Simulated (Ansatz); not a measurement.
**CH₃Al (singlet): the correlation ladder at distance Al1–H3 = 4.240 Å, cc-pVDZ**

An exercise on one series of results from a longer session: the logs are not shown, and one member is left open.

The runs use Ansatz 0.2.0, Gaussian basis; cc-pVDZ, core rule «outside noble gas», up to 6 orbitals frozen.

The runs, in order: UHF; CCSD(T) on RHF; CCSD(T) on UHF; BCCD(T) on RHF; CISD; CCSDT(Q) on RHF; CCSDT(Q) on UHF; CASSCF and MRCISD+Q, 2 electrons in 2 orbitals; CASSCF and NEVPT2, 2 electrons in 2 orbitals.

23 further runs of the same task are left out: 2 for a known fault of the program, 16 that didn't finish, 5 set aside as unsound or not needed.

**The system**

The geometry derives from a PBE0/def2-TZVP stationary point (not a proven minimum). One bond is set to the value named and the two fragments are kept rigid.

5 atoms, charge 0, spin multiplicity 1.

Atoms are counted from 1 here; the program's logs count them from 0.

Bond lengths: Al1–C2 1.845 Å, Al1–H4 1.583 Å, C2–H5 1.084 Å. Angles: C2–Al1–H4 115.2°, Al1–C2–H5 180.0°.

Set-up of the first run:

The input, in.yaml:

```yaml
crystal:
  periodic: [false, false, false]
  atoms:
    - {symbol: Al, position_ang: [0.000000, -0.057694, 0.538278]}
    - {symbol: C, position_ang: [0.000000, -0.057694, -1.306769]}
    - {symbol: H, position_ang: [0.000000, 3.779761, 2.341480]}
    - {symbol: H, position_ang: [0.000000, -1.490170, 1.211392]}
    - {symbol: H, position_ang: [0.000000, -0.057694, -2.390458]}
basis:
  gaussian: {orbitals: cc-pVDZ}
magnetization: {spin_polarized: true, initial_magnetization: 0}
hamiltonian: {xc: hf}
output: {orbitals: {seedname: orbitals}}
```

Run with:

```sh
ansatz run in.yaml --threads 1 --pin off --events-out ev --progress --plain --max-ram 2393MiB
```

Among the steps run: UHF; CCSD(T) on RHF; CCSD(T) on UHF; BCCD(T) on RHF; CISD; CCSDT(Q) on RHF; CCSDT(Q) on UHF; CASSCF and MRCISD+Q, 2 electrons in 2 orbitals; CASSCF and NEVPT2, 2 electrons in 2 orbitals.

One of the session's tables, all rows but one given; the rest of the session is left out.

It belongs to the step «Misses and costs». 

```
       method  from RCCSDT(Q) (meV)
          RHF               +9092.2
          UHF               +4349.7
         RMP2               +3297.6
         UMP2                +737.7
         CISD                     ?
        RCCSD               +1033.4
        UCCSD                -208.8
     RCCSD(T)                +132.0
     UCCSD(T)                -351.8
      BCCD(T)                +181.9
       RCCSDT                +273.6
       UCCSDT                -471.7
    RCCSDT(Q)                     0
    UCCSDT(Q)                -502.8
  CASSCF pair               +5917.6
  NEVPT2 pair               +1723.8
  MRCISD pair               +1080.0
MRCISD+Q pair                +466.1
```

Q: Estimate the row for CISD from the others.

**Answer.** from RCCSDT(Q) (meV): +2621.4. In the column «from RCCSDT(Q) (meV)» it lies between NEVPT2 pair (+1723.8) and RMP2 (+3297.6).

The program flags RCCSD(T), BCCD(T), RCCSDT(Q) as in doubt (see the logs), so the zero of the table is itself unsure.

Limits of these values: The determinant is far from a pure spin state, so its energy mixes those of several spin states (harmless only where they are near-degenerate, as at dissociation). The report flags that the cluster equations may have other roots. The program flags RCCSD(T), BCCD(T), RCCSDT(Q) as in doubt, so the zero of the table is itself unsure. Warnings: restricted reference is unstable; spin contamination; large T1 diagnostic. Restricted and unrestricted rows rest on different reference determinants; where their highest levels disagree by more than a few hundredths of an eV, they describe different states and don't form one ladder.
